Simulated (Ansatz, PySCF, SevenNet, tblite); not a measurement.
## Ladder of methods for the cohesive energy of zinc-blende AlAs

Reference value: 3.82 eV/atom (measured, static lattice: zero-point vibration energy added, our sources range from 3.82 to 4.00; as tabulated in Mejia-Rodriguez and Trickey (2018), arXiv:1807.09216).

```csv
level (code),value (eV/atom),cell (Å³/atom),error (eV/atom)
IPEA1-xTB (tblite),7.76,21.73,+3.94
SevenNet-l3i5,3.63,23.57,-0.19
LDA (Ansatz),4.47,22.30,+0.65
PBE (PySCF),3.64 ± 0.04,23.52,-0.18
PBE-D3(BJ) (Ansatz),4.00,22.72,+0.18
HSE06 (Ansatz),3.71,22.93,-0.11
HSE06-D3(BJ) (Ansatz),4.11,22.12,+0.29
Hartree–Fock (PySCF),2.32 ± 0.1,23.32,-1.50
CCSD(T) (PySCF),3.97 ± 0.2,22.46,+0.15
```

Leaving aside IPEA1-xTB (doubt noted below), SevenNet-l3i5 (doubt noted below): The levels aren't ranked against this reference (sources at odds).

Free atoms are spin-polarised, in the lowest state found; at levels without +SOC their spin–orbit coupling is left out.  A ± on a computed value is a rough bar: the spread of its extrapolation, a floor set from checks against published values, or a statistical error. IPEA1-xTB: the free atoms are run in the same model without spin. IPEA1-xTB: this parameter set was refitted to ionisation energies, not structures. IPEA1-xTB: the run uses a supercell at the zone centre in place of a k mesh. SevenNet-l3i5: free atoms can lie outside what these potentials were trained on. Each level is taken at its own relaxed cell. Cutoffs and k meshes differ between the levels. Ansatz's density-functional and Hartree–Fock values are scalar-relativistic unless marked +SOC, with PAW data made under PBE.

Machine-learned potentials (SevenNet-l3i5) are trained on DFT data: a solid inside that data is no test of them.

Differences are worked out from the printed values.

Ansatz is an electronic-structure program.
